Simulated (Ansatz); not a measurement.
Barrier from PH2 (SMILES [PH2], doublet) + H2 (molecular hydrogen, SMILES [H][H]) to the saddle point below; all geometries are those of the HTBH38 set.
```
P
H 1 1.4140
H 1 1.4140 2 93.50
H 1 1.4844 2 92.53 3 92.73
H 4 1.2642 1 166.75 2 -43.08
```
Charge 0, spin multiplicity 2.

Total energies in hartree (Ansatz, a program for electronic structure). Radicals and triplets start from unrestricted determinants; spin-orbit coupling is neglected. Cores are frozen in correlated methods. No relativity. Where a partner has so few electrons that a lower coupled-cluster level is exact, that level stands in. The UHF reference of H4P (saddle point or complex, doublet) is spin-contaminated (<S^2> up to 0.03 over the pure value in the sets run).

```tsv
species	HF/aug-cc-pV(T+d)Z	CCSD(T)/aug-cc-pV(T+d)Z	HF/aug-cc-pV(Q+d)Z	CCSD(T)/aug-cc-pV(Q+d)Z	CCSD(T)/aug-cc-pV(D+d)Z	CCSDT(Q)/aug-cc-pV(D+d)Z
1: PH2 (SMILES [PH2], doublet)	-341.88942	-342.06189	-341.89246	-342.07207	-342.02296	-342.02390
2: H2 (molecular hydrogen, SMILES [H][H])	-1.13302	-1.17263	-1.13346	-1.17387	-1.16464	-1.16464
3: H4P (complex or saddle point, doublet)	-342.97407	-343.19423	-342.97755	-343.20616	-343.14866	-343.14991
```

Question: Work out the barrier height (electronic, no zero-point energy) in kJ/mol: take Hartree-Fock from aug-cc-pV(Q+d)Z, extrapolate the CCSD(T) correlation energy as X^-3 (X = 3, 4), and add CCSDT(Q) - CCSD(T) in aug-cc-pV(D+d)Z. 1 hartree = 2625.5 kJ/mol.

Answer: 
Species 1: correlation (64·(-0.17961) - 27·(-0.17247))/37 = -0.18482; step -0.00094; E1 = -341.89246 + (-0.18482) + (-0.00094) = -342.07822
Species 2: correlation (64·(-0.04041) - 27·(-0.03961))/37 = -0.04099; step +0.00000; E2 = -1.13346 + (-0.04099) + (+0.00000) = -1.17445
Species 3: correlation (64·(-0.22861) - 27·(-0.22016))/37 = -0.23478; step -0.00125; E3 = -342.97755 + (-0.23478) + (-0.00125) = -343.21358
-1·E1 -1·E2 +1·E3 = 0.03909 hartree = 102.6 kJ/mol. Published benchmark value: 23.2 kcal/mol (Zhao et al., J. Phys. Chem. A 109, 2012 (2005), HTBH38), a best estimate, not a measurement. The composite differs from it by +5.6 kJ/mol; core, relativistic and spin-orbit terms are not in it.
